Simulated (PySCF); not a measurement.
**A small calculation by hand: oscillator strength and radiative lifetime**

ethylamine (C2H7N), SMILES CCN.

Coordinates come from a B3LYP-D3(BJ)/def2-TZVP optimisation. One conformer was computed; it need not be the lowest.

TDA-PBE0/def2-SVPD (PySCF) puts the first singlet state with f over 0.02 at 7.44 eV (vertical), with the transition dipole (0.106, -0.213, 0.332) in atomic units.

**Question.** Find the oscillator strength, the wavelength and the radiative lifetime that this transition would have in vacuum if emission retraced absorption.

**Answer.** 
|μ|² = 0.1668 au, so |μ| = 1.04 D. ΔE = 7.44/27.211 = 0.2734 hartree. f = (2/3) ΔE |μ|² = 0.030 (the program prints 0.030).
λ = 1239.84/7.44 = 167 nm; ν = 60008 cm⁻¹.
Einstein's coefficient A = 0.6670 ν² f s⁻¹ (ν in cm⁻¹) = 7.3e7 s⁻¹, so τ = 1/A = 14 ns. This state is S3; the lower singlets have f = 0.012, 0.007. The figure is the radiative limit of this one transition; relaxation, internal conversion, crossing to triplets and a medium change what is measured.
